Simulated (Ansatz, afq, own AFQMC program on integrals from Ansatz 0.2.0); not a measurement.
# H3O+ (singlet): AFQMC on the coupled-cluster ladder at distance O1–H4 = 1.220 Å, 6-31G

One table from this session's results is given with a row withheld; the runs are named, their logs left out.

The runs use Ansatz 0.2.0, Gaussian basis, and an in-house AFQMC program (afq) on its integrals; all values are calculated; 6-31G, frozen cores.

The runs, in order: Full CI; PBE (unrestricted); r2SCAN (unrestricted); PBE0 (unrestricted); B3LYP (unrestricted); wB97M-V (unrestricted); B2PLYP (unrestricted); CCSD(T) on RHF; CCSDT(Q) on RHF; CCSDTQ on RHF; Phaseless AFQMC, CISD trial on RHF; Phaseless AFQMC, single-determinant trial on RHF; Free-projection AFQMC, CISD trial on RHF; Phaseless AFQMC, CISD trial on RHF; UHF.

2 further runs of the same task are left out: 2 that didn't finish.

## The geometry

The geometry derives from a PBE0/def2-TZVP stationary point (not a proven minimum). One bond is set to the value named and the two fragments are kept rigid.

4 atoms, charge 1, spin multiplicity 1.

Atoms are counted from 1 here; the program's logs count them from 0.

Bond lengths: O1–H2 0.978 Å, O1–H3 0.978 Å, O1–H4 1.220 Å. Angles: H2–O1–H3 113.0°, H2–O1–H4 113.0°, H3–O1–H4 113.0°.

The first run:

The input, in.yaml:

```yaml
crystal:
  periodic: [false, false, false]
  atoms:
    - {symbol: O, position_ang: [0.006183, 0.010660, -0.045381]}
    - {symbol: H, position_ang: [0.947057, 0.024933, 0.221847]}
    - {symbol: H, position_ang: [-0.477519, 0.820185, 0.214542]}
    - {symbol: H, position_ang: [-0.567691, -1.014326, 0.283968]}
basis:
  gaussian: {orbitals: 6-31G}
total_charge: 1
correlation: {method: fci, electrons: outside_noble_gas}
```

The run is started by

```console
> ansatz run in.yaml --threads 1 --pin off --events-out ev --progress --plain --max-ram 1382MiB
```

Steps of the session up to this table: Full CI; PBE (unrestricted); r2SCAN (unrestricted); PBE0 (unrestricted); B3LYP (unrestricted); wB97M-V (unrestricted); B2PLYP (unrestricted); CCSD(T) on RHF; CCSDT(Q) on RHF; CCSDTQ on RHF; Phaseless AFQMC, CISD trial on RHF; Phaseless AFQMC, single-determinant trial on RHF; Free-projection AFQMC, CISD trial on RHF; Phaseless AFQMC, CISD trial on RHF (settings varied); UHF.

One table of the session follows, with a row left open; its other results are not shown here.

On the RHF determinant, counted from full CI (exact for this spin and basis):

| level | from full CI (meV) |
| --- | --- |
| HF | +3997.6 |
| MP2 | +266.0 |
| CCSD | +53.2 |
| CCSD(T) | +16.7 |
| CCSDT(Q) | -0.6 |
| CCSDTQ | ? |
| full CI | 0.0 |
| Phaseless AFQMC, CISD trial, step 0.005, 200 walkers | +5.3 |
| Phaseless AFQMC, single-determinant trial, step 0.005, 400 walkers | -96.7 |
| Free-projection AFQMC, CISD trial, step 0.03, 200 walkers | -6.2 |
| Phaseless AFQMC, CISD trial, step 0.0025, 10 walkers | -45.8 |

**Question.** Estimate the row for CCSDTQ.

The run gave: from full CI (meV): +0.4. In the column «from full CI (meV)» it lies between full CI (0.0) and Phaseless AFQMC, CISD trial, step 0.005, 200 walkers (+5.3).

To keep in mind: On RHF the phaseless walk with the CISD trial lies +5.3 meV from full CI, within three error bars.
